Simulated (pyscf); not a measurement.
Structures and frequencies: ωB97X-D3(BJ)/def2-SVP in PySCF.

Problem. For the elementary gas-phase step silyl (SiH₃•) + chloromethane (H₃C–Cl) → silane (SiH₄) + •H₂C–Cl (doublet surface; C–H broken, H–Si formed), what barrier and reaction energy does r²SCAN/def2-TZVP give, measured from the separated reactants?

Solution. ΔE‡ = 0.72 eV, ΔE = +0.39 eV. ωB97M-D3(BJ)/def2-TZVP gives 0.85 eV and +0.40 eV. Zero-point energy shifts the barrier by -0.12 eV. It is a hydrogen abstraction, with an imaginary mode of 1238i cm⁻¹. The same reactants have a lower exit, to H₃Si–Cl + CH₃• (barrier +0.38 eV at ωB97M-D3(BJ)/def2-TZVP, against +0.85 eV here). One saddle was located; it need not be the lowest between these sides. The angle at the transferred H is 165°.
